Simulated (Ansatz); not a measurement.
A calculation with Ansatz (development build ahead of 0.2.0).

```yaml
crystal:
  periodic: [false, false, false]
  atoms:
    - { symbol: C, position_ang: [0.0, -0.45415, -0.11921] }
    - { symbol: C, position_ang: [0.0, -0.46727, 1.21461] }
    - { symbol: C, position_ang: [0.0, 0.76907, -0.97505] }
    - { symbol: H, position_ang: [0.0, -1.41463, -0.65131] }
    - { symbol: H, position_ang: [0.0, -1.40472, 1.77705] }
    - { symbol: H, position_ang: [0.0, 0.46116, 1.79579] }
    - { symbol: H, position_ang: [0.0, 1.68905, -0.37179] }
    - { symbol: H, position_ang: [0.88292, 0.79163, -1.6359] }
    - { symbol: H, position_ang: [-0.88292, 0.79163, -1.6359] }
basis:
  gaussian: { orbitals: def2-TZVP }
hamiltonian:
  xc: hf
correlation:
  method: mp2
  frozen_orbitals: { C: 1, H: 0 }
```

The input is written out in the form of the current development build from the run's settings.

Results

```json
{
  "Converged": "yes",
  "Reference energy": "-117.11658 hartree",
  "Correlation energy": "-0.49262 hartree",
  "Total energy": "-117.60920 hartree",
  "Spin squared of the determinant": "0.000"
}
```
